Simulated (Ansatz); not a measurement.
Reaction (homolysis of the H–O bond): `[OH][AlH2]` → H• + `[O][AlH2]`•

Isolated molecules relaxed with PBE0-D4/def2-TZVP in Ansatz; ΔE leaves out vibrations. CCSD(T)/CBS is extrapolated from def2-TZVPP and def2-QZVPP, frozen cores. DFT in def2-TZVPP. Open shells (•) are unrestricted, without spin–orbit coupling.

```
             level  ΔE (kcal/mol)
            B97M-V          121.8
CCSD(T)/def2-TZVPP          124.9
```

Problem. What does CCSD(T)/CBS give? (An estimate is asked.)

Solution. Computed: +127.8 kcal/mol. The listed levels differ from it by -6.0, -2.9 kcal/mol.

Largest T1 diagnostic among the species: 0.018.

From r2SCAN to r2SCAN0 (25 % exact exchange), in def2-TZVPP and without D4, ΔE moves by −0.7 kcal/mol: exact exchange takes away binding that semilocal exchange gives to molecules. In def2-TZVPP, CCSD(T) changes the Hartree–Fock value by +34.6 kcal/mol (the triples alone add +1.5 kcal/mol) and MP2 by +39.6 kcal/mol; breaking electron pairs costs correlation energy, which Hartree–Fock lacks.
